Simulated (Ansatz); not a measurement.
Energy needed to pull apart CH4BN (SMILES B1CN1), singlet, into free ground-state atoms, from the structure below (displaced at random from a GFN2-xTB minimum); no zero-point or spin–orbit terms; open-shell atoms are treated unrestricted, in their ground-state multiplicity.

```
7
angstrom
B -0.8529 -0.4027 -0.3568
C 0.1667 0.7299 0.1578
N 0.4768 -0.7688 0.0526
H -1.9106 -0.7836 -0.8163
H 0.7348 1.4332 -0.5618
H 0.1230 1.1215 1.2642
H 1.2329 -1.4016 0.2156
```

Program: Ansatz 0.2.0. Basis: def2-TZVPP. Cores are frozen in the correlated methods.

| method | atomization energy (kJ/mol) |
| --- | --- |
| PBE-D4 | 2666 |
| r2SCAN-D4 | 2583 |
| PBE0-D4 | 2597 |
| r2SCANh-D4 | 2563 |
| LC-wPBE | 2585 |
| wB97M-V | ? |
| HF | 1809 |
| MP2 | 2536 |
| CCSD | ? |
| CCSD(T) | 2491 |

What does CCSD give? (To be estimated.)

Computed: 2445 kJ/mol, which is about 45 kJ/mol less than CCSD(T)/def2-TZVPP.

What does wB97M-V give? (Judge from chemistry; the value comes from the calculation.)

By the calculation: 2591 kJ/mol, which is about 100 kJ/mol more than CCSD(T)/def2-TZVPP.

In triple zeta the MP2 and coupled-cluster atomization energies are still short of their basis limit by a few kcal/mol a bond, whereas those of the functionals are nearly converged, so these differences are not deviations from converged CCSD(T).

T1 diagnostic: at most 0.017.

For scale, one of the runs: CCSD(T)/def2-TZVPP forces, 149 basis functions (an equivalent command: `ansatz run in.yaml --threads 4`). The run took 29 s on 4 CPU threads (shared host), with 1.9 GiB of host memory at its peak.
